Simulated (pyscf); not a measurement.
Elementary routes open to F–GeH₃ (SMILES [F][GeH3]) in the gas phase (singlet surface):
A. GeH₂ (SMILES [GeH2]) [singlet] + HF (SMILES F) (F–Ge, Ge–H broken; F–H formed)
B. F–GeH: (SMILES [F][GeH]) [singlet] + H₂ (SMILES [H][H]) (Ge–H, Ge–H broken; H–H formed)

Optimised with ωB97X-D3(BJ)/def2-SVP in PySCF.

Problem. Rank the routes by free-energy barrier at 1200 K, lowest first, for ωB97M-D3(BJ)/def2-TZVP energies (ideal gas, 1 atm, RRHO with modes under 100 cm⁻¹ raised to 100, one conformer, R ln 2 for chiral ones without a mode under 150 cm⁻¹).

Solution. B (2.38 eV), A (2.57 eV)

Route B is the fastest of these, ahead of the next by 0.19 eV. The most stable products are those of B (ΔG = -0.56 eV), so kinetics and thermodynamics agree. At 298 K B is still the fastest. A: On the product side the descent ends in a complex, 0.30 eV under the separated species and 0.78 eV under the saddle at ωB97X-D3(BJ)/def2-TZVP. Only these routes are compared; each barrier is that of the saddle found, and lower ones may exist. Elements up to Kr have no core potential and no relativistic terms here.
